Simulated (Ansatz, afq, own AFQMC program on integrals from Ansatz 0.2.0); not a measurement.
## CH₂N, quartet → CH$_{2}$N⁺, quintet

| atom | x (Å) | y (Å) | z (Å) |
| --- | --- | --- | --- |
| N | 0.0000 | 0.0000 | 0.5481 |
| C | 0.0000 | 0.0000 | -0.8171 |
| H | 0.0000 | 0.8633 | 1.0602 |
| H | 0.0000 | -0.8633 | 1.0602 |

Connectivity, by distances: NH2–C.

E(quintet, charge +1) − E(quartet, charge +0) at this geometry, on UHF and UHF determinants.

Basis cc-pVDZ. Only valence electrons are correlated. Ansatz 0.2.0 and our own AFQMC program on the same integrals; the CISD trial comes from CCSD amplitudes, and released means the phaseless constraint is let go. Free projection: walkers drawn from exp(T), propagated without any constraint. Its projection time is finite, and what remains of the start isn't in its error. ± is one standard error of the sampling. The errors of all members are added in quadrature.

No full CI on the walks' own integrals is used here; CCSDT(Q) serves as the reference and is uncertain by about the last step of the cluster series. Each member takes its own surest rung, up to full CI.

The best estimate is CCSD(T) at the basis-set limit (CBS: def2-TZVPP and def2-QZVPP, with their diffuse functions for anions and beside diffuse sets, CCSD(T) itself extrapolated) plus the step from CCSD(T) to CCSDT(Q) in cc-pVDZ. Rows without CBS are in cc-pVDZ, the functionals in def2-TZVP; B2PLYP and the wave-function rows carry a basis error of their own. Core correlation and relativity beyond core potentials are missing, and ± holds the sampling alone.

Cautions: CH₂N (quartet): another spin lies lower, the released energies are still falling, so no released level is given (meV from the phaseless value at times in 1/Eh: -1.0 ± 1.2 at 0.24, -3.5 ± 2.1 at 0.51, -5.3 ± 2.0 at 0.99, -9 ± 3 at 1.62, 54 ± 71 at 2.40), though the last usable value meets CCSDT(Q) within the noise; CH₂N⁺ (quintet): another spin lies lower, the ph-AFQMC/CISD walk drifts between its halves (2.7 errors); this isn't the first ionization.

Best estimate: 263.1 kcal/mol.

```json
{"level": "HF", "vertical ionization energy (kcal/mol)": "216.4", "error against the best estimate (kcal/mol)": "-46.7"}
{"level": "MP2", "vertical ionization energy (kcal/mol)": "250.4", "error against the best estimate (kcal/mol)": "-12.7"}
{"level": "CCSD", "vertical ionization energy (kcal/mol)": "247.7", "error against the best estimate (kcal/mol)": "-15.4"}
{"level": "CCSD(T)", "vertical ionization energy (kcal/mol)": "249.0", "error against the best estimate (kcal/mol)": "-14.1"}
{"level": "CCSDT", "vertical ionization energy (kcal/mol)": "249.0", "error against the best estimate (kcal/mol)": "-14.0"}
{"level": "CCSDT(Q)", "vertical ionization energy (kcal/mol)": "249.2", "error against the best estimate (kcal/mol)": "-13.9"}
{"level": "ph-AFQMC/CISD", "vertical ionization energy (kcal/mol)": "249.1 ± 0.07", "error against the best estimate (kcal/mol)": "-14.0 ± 0.07"}
{"level": "free AFQMC", "vertical ionization energy (kcal/mol)": "249.2 ± 0.06", "error against the best estimate (kcal/mol)": "-13.8 ± 0.06"}
{"level": "HF/CBS", "vertical ionization energy (kcal/mol)": "218.7", "error against the best estimate (kcal/mol)": "-44.4"}
{"level": "MP2/CBS", "vertical ionization energy (kcal/mol)": "264.3", "error against the best estimate (kcal/mol)": "1.2"}
{"level": "CCSD(T)/CBS", "vertical ionization energy (kcal/mol)": "262.9", "error against the best estimate (kcal/mol)": "-0.2"}
{"level": "PBE", "vertical ionization energy (kcal/mol)": "266.2", "error against the best estimate (kcal/mol)": "3.1"}
{"level": "r2SCAN", "vertical ionization energy (kcal/mol)": "258.6", "error against the best estimate (kcal/mol)": "-4.5"}
{"level": "PBE0", "vertical ionization energy (kcal/mol)": "260.8", "error against the best estimate (kcal/mol)": "-2.2"}
{"level": "B3LYP", "vertical ionization energy (kcal/mol)": "266.0", "error against the best estimate (kcal/mol)": "3.0"}
{"level": "wB97M-V", "vertical ionization energy (kcal/mol)": "263.6", "error against the best estimate (kcal/mol)": "0.5"}
{"level": "B2PLYP", "vertical ionization energy (kcal/mol)": "261.7", "error against the best estimate (kcal/mol)": "-1.4"}
```

Correlation beyond CCSD(T) adds 0.2 kcal/mol. Going to the basis-set limit adds 13.9 kcal/mol at CCSD(T). The perturbative (T) step is worth +1.3 kcal/mol. The functionals spread over 7.7 kcal/mol; wB97M-V and B2PLYP come nearest and r2SCAN is 4.5 kcal/mol too low.

Best estimates are given only where the step beyond CCSD(T) is under 0.3 eV and no member's determinant is very poor (T1 over 0.05, or 0.07 for open shells, ⟨S²⟩ too high by 0.3, two states mixed), so the hardest cases are missing from such tables.

The functionals ran in a triple-zeta set and keep a basis error of their own, a few kJ/mol for each bond in atomization energies and more for double hybrids, so close places among them and the extrapolated levels can swap.

CCSDT and higher add their correlation energy to the determinant of the CCSD(T) run, since their own runs factorise the integrals more tightly (a shift of under 2 meV). Free projections are given only where their last times agree within the noise and don't stop above the reference; a slow remainder of the start can still hide under it. Each member of a difference takes its own highest rung, so a best estimate needn't equal the limit plus the step of one row. A walk keeps the symmetry of its determinant, which the program's search chose and which needn't be the lowest solution, so a lower state of the same spin and another symmetry isn't excluded.
